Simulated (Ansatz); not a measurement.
Basis-set extrapolation for BH₇Si₂ (`[SiH3]B[SiH3]`) (PBE0-D4/def2-TZVP geometry, frozen core, Ansatz 0.2.0). Multiplicity 1, RHF reference.

```
                      def2-TZVPP   def2-QZVPP
                 HF  -606.603408  -606.622595
    MP2 correlation    -0.356151    -0.380719
CCSD(T) correlation    -0.433551      not run
```

Energies in hartree. Use E(X) = E(∞) + A·exp(−7.88·√X) for Hartree–Fock and E(X) = E(∞) + B·X^(−2.97) for correlation, with X = 3 and 4, and add CCSD(T) minus MP2 of the smaller set to the MP2 limit.

Question: What is the CCSD(T) energy at the basis-set limit?

Answer: HF limit: -606.622595 + (-0.019187) × 0.13774 = -606.62524. MP2 limit: -0.380719 + (-0.024568) × 0.74074 = -0.39892. Higher-order term: -0.433551 − (-0.356151) = -0.07740. Total: -607.10156 hartree, 169.6 kJ/mol below CCSD(T)/def2-TZVPP.
